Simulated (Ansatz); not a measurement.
# C8H18: one species, many methods

The task here is to estimate one member of a computed series from the others.

The runs use Ansatz 0.2.0, Gaussian basis; functionals in def2-TZVPP, the program's frozen cores in correlated methods.

The runs, in order: PBE-D4, r2SCAN-D4, PBE0-D4, B3LYP-D4, ωB97X-V, ωB97M-V, B2PLYP; CCSD(T)/def2-TZVPP; MP2/def2-QZVPP; extrapolation to the limit.

### The relaxed structure

All runs share one geometry, relaxed beforehand with PBE0-D4 in a triple-zeta def2 set.

SMILES `CCCCC(C)CC`, 26 atoms, charge 0, spin multiplicity 1.

Atoms are counted from 1 here; the program's logs count them from 0.

Bond lengths: C1–C2 1.520 Å, C1–H9 1.094 Å, C1–H10 1.093 Å, C1–H11 1.092 Å, C2–C3 1.524 Å, C2–H12 1.095 Å, C2–H13 1.097 Å, C3–C4 1.522 Å, C3–H14 1.096 Å, C3–H15 1.095 Å, C4–C5 1.531 Å, C4–H16 1.095 Å, C4–H17 1.096 Å, C5–C6 1.523 Å, C5–C7 1.528 Å, C5–H18 1.099 Å, C6–H19 1.093 Å, C6–H20 1.093 Å and more. Angles: C2–C1–H9 110.9°, C2–C1–H10 111.2°, C2–C1–H11 112.0°, H9–C1–H10 107.6°, H9–C1–H11 107.6°, H10–C1–H11 107.3°, C1–C2–C3 114.2°, C1–C2–H12 109.0°, C1–C2–H13 109.5°, C3–C2–H12 108.7°, C3–C2–H13 109.1°, H12–C2–H13 106.0°, C2–C3–C4 113.6°, C2–C3–H14 108.8°, C2–C3–H15 108.5°, C4–C3–H14 110.1°, C4–C3–H15 109.4°, H14–C3–H15 106.1° and more.

The first run:

The input, in.yaml:

```yaml
crystal:
  periodic: [false, false, false]
  atoms:
    - {symbol: C, position_ang: [-2.674975, 1.790985, 0.699697]}
    - {symbol: C, position_ang: [-1.927634, 0.669082, 1.402730]}
    - {symbol: C, position_ang: [-0.497936, 0.469309, 0.913046]}
    - {symbol: C, position_ang: [-0.408361, -0.012367, -0.527781]}
    - {symbol: C, position_ang: [1.008546, -0.243662, -1.060817]}
    - {symbol: C, position_ang: [1.784988, 1.059962, -1.189281]}
    - {symbol: C, position_ang: [1.808947, -1.262204, -0.250811]}
    - {symbol: C, position_ang: [1.147466, -2.622980, -0.117973]}
    - {symbol: H, position_ang: [-2.133998, 2.737754, 0.791017]}
    - {symbol: H, position_ang: [-3.668669, 1.934557, 1.130423]}
    - {symbol: H, position_ang: [-2.807833, 1.588701, -0.365439]}
    - {symbol: H, position_ang: [-1.905808, 0.875048, 2.478041]}
    - {symbol: H, position_ang: [-2.481889, -0.270053, 1.285998]}
    - {symbol: H, position_ang: [0.050691, 1.411229, 1.029373]}
    - {symbol: H, position_ang: [-0.002740, -0.253750, 1.569643]}
    - {symbol: H, position_ang: [-0.899055, 0.711132, -1.187433]}
    - {symbol: H, position_ang: [-0.985767, -0.939342, -0.622124]}
    - {symbol: H, position_ang: [0.893002, -0.658140, -2.071870]}
    - {symbol: H, position_ang: [2.753148, 0.892791, -1.668610]}
    - {symbol: H, position_ang: [1.236777, 1.792567, -1.787757]}
    - {symbol: H, position_ang: [1.979491, 1.507847, -0.210884]}
    - {symbol: H, position_ang: [2.016890, -0.853413, 0.744754]}
    - {symbol: H, position_ang: [2.787272, -1.381901, -0.729620]}
    - {symbol: H, position_ang: [0.901891, -3.039327, -1.099540]}
    - {symbol: H, position_ang: [1.805386, -3.333616, 0.387511]}
    - {symbol: H, position_ang: [0.220171, -2.570198, 0.457709]}
basis:
  gaussian: {orbitals: def2-TZVPP}
hamiltonian: {xc: pbe, dispersion: d4}
output: {forces: true, orbitals: {seedname: orbitals}}
```

Among the steps run: PBE-D4 (GGA); r2SCAN-D4 (meta-GGA); PBE0-D4 (hybrid); B3LYP-D4 (hybrid); ωB97X-V (range-separated); ωB97M-V (range-separated); B2PLYP (double hybrid); CCSD(T) in def2-TZVPP; MP2 in def2-QZVPP.

One of the session's tables, all rows but one given; the rest of the session is left out.

It belongs to the step «Atomisation energies». 

| method | atomisation energy (kJ/mol) |
| --- | --- |
| PBE-D4 | 10535.2 |
| r2SCAN-D4 | 10387.2 |
| PBE0-D4 | 10443.1 |
| B3LYP-D4 | 10377.0 |
| ωB97X-V | 10382.4 |
| ωB97M-V | 10395.4 |
| B2PLYP | 10269.2 |
| HF/def2-TZVPP | 7902.4 |
| MP2/def2-TZVPP | 10243.1 |
| CCSD/def2-TZVPP | 10052.0 |
| CCSD(T)/def2-TZVPP | 10165.5 |
| MP2/CBS | 10446.9 |
| CCSD(T)/CBS | ? |

**Question.** Estimate the row for CCSD(T)/CBS.

**Answer.** atomisation energy (kJ/mol): 10369.4. In the column «atomisation energy (kJ/mol)» it lies between B2PLYP (10269.2) and B3LYP-D4 (10377.0).
